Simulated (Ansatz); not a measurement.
Basis-set extrapolation for `CC(F)(Cl)Cl` (PBE0-D4/def2-TZVP geometry, frozen core, the Gaussian-basis code of Ansatz). Multiplicity 1, RHF reference.

```tsv
	def2-TZVPP	def2-QZVPP
HF	-1096.011789	-1096.045039
MP2 correlation	-0.970587	-1.056665
CCSD(T) correlation	-1.055298	not run
```

Energies in hartree. Use E(X) = E(∞) + A·exp(−7.88·√X) for Hartree–Fock and E(X) = E(∞) + B·X^(−2.97) for correlation, with X = 3 and 4, and add CCSD(T) minus MP2 of the smaller set to the MP2 limit.

Task: What is the CCSD(T) energy at the basis-set limit?

Result: HF limit: -1096.045039 + (-0.033250) × 0.13774 = -1096.04962. MP2 limit: -1.056665 + (-0.086078) × 0.74074 = -1.12043. Higher-order term: -1.055298 − (-0.970587) = -0.08471. Total: -1097.25476 hartree, 117.8 kcal/mol below CCSD(T)/def2-TZVPP.
